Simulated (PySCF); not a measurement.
Basis-set dependence of excited states

CS.
Bonds: C1–S2 (triple).

TDDFT with PBE0 (PySCF), vertical singlets, core orbitals frozen in the response, spherical d and f functions. Geometry: PBE0-D3(BJ)/def2-SVP; no solvent, vibrations or thermal averaging.

| basis | functions | diffuse | S1 (eV) | S2 (eV) | S3 (eV) | S4 (eV) | S5 (eV) | LUMO (eV) | α (au) |
| --- | --- | --- | --- | --- | --- | --- | --- | --- | --- |
| 6-31G* | 32 | no | 4.92 | 4.92 | 5.59 | 5.99 | 5.99 | -2.02 | 19.9 |
| def2-SVP | 32 | no | 4.91 | 4.91 | 5.56 | 5.96 | 5.96 | -2.17 | 19.9 |
| 6-31+G* | 40 | yes | 4.93 | 4.93 | 5.51 | 5.90 | 5.90 | -2.31 | 23.6 |
| def2-SVPD | 47 | yes | 4.82 | 4.82 | 5.47 | 5.85 | 5.85 | -2.42 | 27.8 |
| aug-cc-pVDZ | 50 | yes | 4.87 | 4.87 | 5.47 | 5.84 | 5.84 | -2.34 | 27.9 |
| def2-TZVP | 68 | no | 4.77 | 4.77 | 5.39 | 5.75 | 5.75 | -2.34 | 24.9 |
| def2-TZVPD | 83 | yes | 4.75 | 4.75 | 5.37 | 5.73 | 5.73 | -2.39 | 28.4 |
| aug-cc-pVTZ | 96 | yes | 4.79 | 4.79 | 5.41 | 5.77 | 5.77 | -2.37 | 28.4 |

Problem. How much do these states and the polarisability depend on the basis?

Solution. States are compared by their number. Against the largest diffuse basis here (aug-cc-pVTZ, itself not a converged limit), sets without diffuse functions differ by up to 0.12 eV in S1 and 0.23 eV in S5; the smaller diffuse sets differ by up to 0.14 and 0.13 eV. State by state, the largest deviation of a set without diffuse functions is S1 0.12, S2 0.12, S3 0.19, S4 0.23, S5 0.23 eV. The same number needn't mean the same state in each row. Against aug-cc-pVTZ the polarisability deviates by -30% in 6-31G*, -30% in def2-SVP, -17% in 6-31+G*, -2% in def2-SVPD, -2% in aug-cc-pVDZ, -12% in def2-TZVP, 0% in def2-TZVPD.
